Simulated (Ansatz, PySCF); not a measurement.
Species: sulfur dioxide, SO$_{2}$, net charge 0, singlet state. 
Geometry from a B3LYP-D3(BJ)/def2-TZVP (Ansatz, an electronic-structure program) optimisation:
```xyz
3

S     -0.0171     0.0041     0.3653
O      0.0256     1.2345    -0.3789
O      0.0086    -1.2427    -0.3517
```

Quantity: vertical ionisation energy (to the doublet state of charge +1; each state is the SCF solution reached for its spin; for the doublet the Hartree-Fock reference is unstable and T1 is 0.032; for the singlet the Hartree-Fock reference is unstable and T1 is 0.021), in eV. Cores are frozen in the correlated levels unless marked. Open shells are spin-unrestricted. Spin-orbit coupling is left out. No relativistic terms. 

| level | program | vertical ionisation energy (eV) |
|---|---|---|
| RI-HF/aug-cc-pV(T+d)Z | Ansatz | 11.39 |
| PBE/def2-TZVPD | Ansatz | 12.14 |
| r2SCAN/def2-TZVPD | Ansatz | 12.23 |
| B3LYP/def2-TZVPD | Ansatz | 12.47 |
| PBE0/def2-TZVPD | Ansatz | 12.42 |
| BHLYP/def2-TZVPD | Ansatz | 12.59 |
| CAM-B3LYP/def2-TZVPD | Ansatz | 12.64 |
| wB97X-V/def2-TZVPD | Ansatz | 12.56 |
| B2PLYP/def2-TZVPD | Ansatz | 12.62 |
| RI-MP2/aug-cc-pV(T+d)Z | Ansatz | 14.87 |
| RI-MP2/aug-cc-pV(Q+d)Z | Ansatz | 14.96 |
| CCSD/aug-cc-pV(D+d)Z | Ansatz | 12.32 |
| CCSD/aug-cc-pV(T+d)Z | Ansatz | 12.55 |
| CCSD(T)/aug-cc-pV(T+d)Z | Ansatz | 12.46 |

For comparison, minus the highest occupied orbital energy (PySCF): 13.56 eV at HF/def2-TZVPD, 8.12 eV at M06-L/def2-TZVPD, 9.44 eV at B3LYP/def2-TZVPD.
